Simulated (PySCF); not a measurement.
Compound: C₅H₈.
Bonds: C1–C2 (double), C2–C3 (double), C3–C4, C4–C5. Hydrogens: H6, H7 on C1; H8 on C3; H9, H10 on C4; H11, H12, H13 on C5.

The same species was optimised twice, with GFN2-xTB and with PBE0-D3(BJ)/def2-SVP (PySCF), and the same property calculations (PySCF, gas phase) were run on both structures.

| coordinate | GFN2-xTB | PBE0-D3(BJ)/def2-SVP | change |
| --- | --- | --- | --- |
| C1–H7 (Å) | 1.079 | 1.096 | +0.017 |
| C1–H6 (Å) | 1.079 | 1.095 | +0.016 |
| C3–H8 (Å) | 1.083 | 1.099 | +0.016 |
| C1=C2 (Å) | 1.295 | 1.309 | +0.014 |
| C2=C3 (Å) | 1.296 | 1.310 | +0.014 |
| C5–H13 (Å) | 1.088 | 1.102 | +0.014 |
| C5–H11 (Å) | 1.088 | 1.101 | +0.013 |
| C5–H12 (Å) | 1.088 | 1.101 | +0.013 |
| C4–H9 (Å) | 1.094 | 1.104 | +0.010 |
| C4–H10 (Å) | 1.092 | 1.101 | +0.009 |
| C4–C5 (Å) | 1.528 | 1.525 | -0.003 |
| C3–C4 (Å) | 1.504 | 1.505 | +0.001 |
| C2–C3–H8 (°) | 120.0 | 117.8 | -2.2 |
| C3–C4–C5 (°) | 110.7 | 112.5 | +1.8 |
| H9–C4–H10 (°) | 108.3 | 106.5 | -1.8 |
| C2–C3–C4 (°) | 124.2 | 125.4 | +1.2 |
| H6–C1–H7 (°) | 116.4 | 117.4 | +1.0 |
| C4–C3–H8 (°) | 115.8 | 116.8 | +1.0 |
| H12–C5–H13 (°) | 108.4 | 107.5 | -0.9 |
| H11–C5–H13 (°) | 108.5 | 107.7 | -0.8 |
| C2–C3–C4–C5 (°) | -113 | -115 | -2 |

Rotational constants: A = 16694, B = 2379, C = 2313 MHz (GFN2-xTB) against A = 17218, B = 2297, C = 2244 MHz (PBE0-D3(BJ)/def2-SVP). Point groups within 0.08 Å: C1 and C1.

On the GFN2-xTB structure: HOMO (eV) -7.25 [PBE0/pcSseg-1]; LUMO (eV) 0.45 [PBE0/pcSseg-1]; dipole (D) 0.44 [PBE0/pcSseg-1]; GIAO shielding of C1 (ppm) 109.4 [PBE0/pcSseg-1]; GIAO shielding of C2 (ppm) -33.5 [PBE0/pcSseg-1]; GIAO shielding of C3 (ppm) 89.0 [PBE0/pcSseg-1]; GIAO shielding of C4 (ppm) 157.8 [PBE0/pcSseg-1]; GIAO shielding of C5 (ppm) 168.6 [PBE0/pcSseg-1].

Problem. What do these properties become on the PBE0-D3(BJ)/def2-SVP structure?

Solution. 
```
                                    property          level  on GFN2-xTB  on PBE0-D3(BJ)/def2-SVP  change
                                   HOMO (eV)  PBE0/pcSseg-1        -7.25                    -7.23   +0.02
                                   LUMO (eV)  PBE0/pcSseg-1         0.45                     0.37   -0.08
                                  dipole (D)  PBE0/pcSseg-1         0.44                     0.45   +0.01
energy, GFN2-xTB geometry as zero (kcal/mol)  PBE0/pcSseg-1          0.0                     -0.5    -0.5
                  GIAO shielding of C1 (ppm)  PBE0/pcSseg-1        109.4                    105.9    -3.5
                  GIAO shielding of C2 (ppm)  PBE0/pcSseg-1        -33.5                    -38.6    -5.1
                  GIAO shielding of C3 (ppm)  PBE0/pcSseg-1         89.0                     86.6    -2.4
                  GIAO shielding of C4 (ppm)  PBE0/pcSseg-1        157.8                    157.2    -0.6
                  GIAO shielding of C5 (ppm)  PBE0/pcSseg-1        168.6                    167.1    -1.5
```

The heavy atoms differ by 0.035 Å rms after alignment. Among all bonds C1–H6, C1–H7 and C3–H8 change most and about equally (+0.016 to +0.017 Å). Changes are differences of the printed values. Neither structure is proved a minimum here.

Conformer computed: `[CH2:1]=[C:2]=[CH:3][CH2:4][CH3:5]`: C2–C3–C4–C5 -115°.
